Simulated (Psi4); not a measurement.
# C2F3 (trifluorovinyl radical): UCCSD/aug-cc-pVDZ

What is the vertical ionisation energy of C2F3 (trifluorovinyl radical) at UCCSD/aug-cc-pVDZ? 

Program for the calculation: Psi4 1.11.

1 further run of the same task is left out (set aside as unsound or not needed).

## 1. The structure to begin with

C2F3 has 5 atoms, charge 0, and is taken as a doublet. SMILES: `F[C]=C(F)F`. Geometry: relaxed at PBE0-D4/def2-TZVP.

Bond lengths: F1–C2 1.297 Å, C2–C3 1.311 Å, C3–F4 1.317 Å, C3–F5 1.311 Å. Angles: F1–C2–C3 129.8°, C2–C3–F4 124.9°, C2–C3–F5 123.2°, F4–C3–F5 111.9°.

## 2. A single-point energy at UCCSD/aug-cc-pVDZ

File c2f3.xyz:

```xyz
5
C2F3
F      0.577720    -1.033470     1.511080
C      0.506940     0.038840     0.785720
C     -0.126500     0.247860    -0.343200
F     -0.848620    -0.650470    -0.980670
F     -0.109540     1.397240    -0.972920
```

File run.py:

```python
import numpy as np
from ase.calculators.psi4 import Psi4
from ase.io import read

mol = read('c2f3.xyz')
calc = Psi4(atoms=mol, method='ccsd', basis='aug-cc-pVDZ', memory='2200MB', num_threads=1, charge=0, multiplicity=2, label='psi4-calc', reference='uhf')
calc.psi4.set_options({'puream': True, 'e_convergence': 1e-09, 'd_convergence': 1e-08, 'scf_type': 'pk', 'num_frozen_docc': 5, 'maxiter': 100})
mol.calc = calc

print(f'energy: {mol.get_potential_energy():.6f} eV')
```

Run with:

```console
python run.py
```

psi4-calc.dat:

```text
[...]
  Running in c1 symmetry.
[...]
  Nuclear repulsion =  163.403943792540275
[...]
  Multiplicity = 2
[...]
  Nalpha       = 20
  Nbeta        = 19
[...]
    Number of basis functions: 115
[...]
   @UHF iter   1:  -373.89382262509099   -6.16001e-01   3.14029e-03 DIIS/ADIIS
[...]
   @UHF iter  18:  -373.96909229621980   -2.04636e-12   6.57960e-09 DIIS
[...]
   @S^2 Observed:                9.372181154E-01
[...]
    Orbital Energies [Eh]
    ---------------------
    Alpha Occupied:
       1A    -26.385206     2A    -26.375135     3A    -26.374490
       4A    -11.439163     5A    -11.390525     6A     -1.725437
       7A     -1.708199     8A     -1.662630     9A     -1.109122
      10A     -0.910807    11A     -0.844391    12A     -0.830221
      13A     -0.783087    14A     -0.758986    15A     -0.751986
      16A     -0.708664    17A     -0.697596    18A     -0.682080
      19A     -0.515590    20A     -0.432171
    Alpha Virtual:
      21A      0.065627    22A      0.074089    23A      0.090458
      24A      0.098445    25A      0.119806    26A      0.124576
[...]
  @UHF Final Energy:  -373.96909229621980
   => Energetics <=
    Nuclear Repulsion Energy =            163.4039437925402751
    One-Electron Energy =                -843.3064649536793240
    Two-Electron Energy =                 305.9334288649192217
    Total Energy =                       -373.9690922962197988
  UHF NO Occupations:
  HONO-2 :   18  A 1.9976723
  HONO-1 :   19  A 1.9064282
[...]
 Multipole Moments:
 ------------------------------------------------------------------------------------
     Multipole            Electronic (a.u.)      Nuclear  (a.u.)        Total (a.u.)
 ------------------------------------------------------------------------------------
 L = 1.  Multiply by 2.5417464519 to convert [e a0] to [Debye]
 Dipole X            :         -0.1284255            0.2658599            0.1374344
 Dipole Y            :         -0.0863297            0.2003523            0.1140226
 Dipole Z            :         -0.1553591            0.3092400            0.1538810
 Magnitude           :                                                    0.2357302
[...]
      * MP2 total energy                      = -374.789707068077348
[...]
      * CCSD total energy                     = -374.816245337844919
```

Standard output:

```text
energy: -10199.269540 eV
```

Run time: 4.5 min. Hardware: 1 thread of Intel Xeon Platinum 8259CL at 2.50GHz (Skylake/Cascade Lake), shared host; peak memory 1.5 GiB.

## 3. The singlet cation, same level

File c2f3.dat:

```
memory 2200 mb

molecule mol {
  1 1
  F
  C 1 R2
  C 2 R3 1 A3
  F 3 R4 2 A4 1 D4
  F 3 R5 2 A5 1 D5

  R2 = 1.296536
  R3 = 1.311257
  A3 = 129.78232
  R4 = 1.317126
  A4 = 124.94673
  D4 = 0.00555
  R5 = 1.31069
  A5 = 123.17343
  D5 = -179.9956
  symmetry c1
  no_reorient
  no_com
}

set basis aug-cc-pVDZ
set puream true
set e_convergence 1e-09
set d_convergence 1e-08
set scf_type pk
set num_frozen_docc 5

energy("ccsd")
```

Run with:

```console
psi4 -n 1 c2f3.dat c2f3.out
```

c2f3.out:

```text
[...]
  Running in c1 symmetry.
[...]
  Nuclear repulsion =  163.403984333846466
[...]
  Multiplicity = 1
[...]
  Nalpha       = 19
  Nbeta        = 19
[...]
    Number of basis functions: 115
[...]
   @RHF iter   1:  -373.40186756320225   -1.24044e-01   4.18908e-03 ADIIS/DIIS
[...]
   @RHF iter  19:  -373.52533311956313   -2.10093e-10   4.85048e-09 DIIS
[...]
    Orbital Energies [Eh]
    ---------------------
    Doubly Occupied:
       1A    -26.730628     2A    -26.657580     3A    -26.639237
       4A    -11.799400     5A    -11.787566     6A     -2.022315
       7A     -1.991672     8A     -1.926476     9A     -1.414381
      10A     -1.185129    11A     -1.132667    12A     -1.083914
      13A     -1.083709    14A     -1.035515    15A     -1.029544
      16A     -0.967396    17A     -0.959601    18A     -0.939992
      19A     -0.735424
[...]
  @RHF Final Energy:  -373.52533311956313
   => Energetics <=
    Nuclear Repulsion Energy =            163.4039843338464664
    One-Electron Energy =                -831.6143441911029868
    Two-Electron Energy =                 294.6850267376934198
    Total Energy =                       -373.5253331195631290
[...]
 Multipole Moments:
 ------------------------------------------------------------------------------------
     Multipole            Electronic (a.u.)      Nuclear  (a.u.)        Total (a.u.)
 ------------------------------------------------------------------------------------
 L = 1.  Multiply by 2.5417464519 to convert [e a0] to [Debye]
 Dipole X            :         -0.0004069           -0.0000057           -0.0004126
 Dipole Y            :          0.8222852            0.4538456            1.2761307
 Dipole Z            :         -0.3720805           -0.0218181           -0.3938986
 Magnitude           :                                                    1.3355396
[...]
      * MP2 total energy                      = -374.366862882654289
[...]
      * CCSD total energy                     = -374.384492906572802
[...]
```

Run time: 2.2 min. Hardware: 1 thread of Intel Xeon Platinum 8259CL at 2.50GHz (Skylake/Cascade Lake), shared host; peak memory 1.5 GiB.

## 4. Summary of results

At UCCSD/aug-cc-pVDZ, 5 core orbitals frozen:

| quantity | value |
| --- | --- |
| doublet C2F3: total energy | -374.81625 Eh |
| doublet C2F3: HOMO energy (Hartree–Fock orbitals) (highest over α and β) | -11.12 eV |
| doublet C2F3: LUMO energy (Hartree–Fock orbitals) (lowest over α and β) | 0.93 eV |
| doublet C2F3: correlation energy (5 core orbitals frozen) | -847.2 mEh |
| doublet C2F3: ⟨S²⟩ of the reference determinant | 0.937 |
| doublet C2F3: T1 diagnostic | 0.041 |
| singlet cation: total energy | -374.38449 Eh |
| singlet cation: HOMO energy (Hartree–Fock orbitals) | -20.01 eV |
| singlet cation: LUMO energy (Hartree–Fock orbitals) | -9.92 eV |
| singlet cation: HOMO–LUMO gap (Hartree–Fock orbitals) | 10.10 eV |
| singlet cation: correlation energy (5 core orbitals frozen) | -859.2 mEh |
| singlet cation: T1 diagnostic | 0.025 |
| vertical ionisation energy (to the singlet cation) | 11.749 eV |

**Reading.** Removing an electron at fixed nuclei costs 11.75 eV (271 kcal/mol). Only the singlet of the ionised species was computed; a triplet could lie lower. ⟨S²⟩ (doublet C2F3) is 0.94 where a pure doublet has 0.75: the reference is spin-contaminated. The T1 diagnostic (singlet cation) of 0.025 is above the customary mark for such species, so a single reference may not serve.
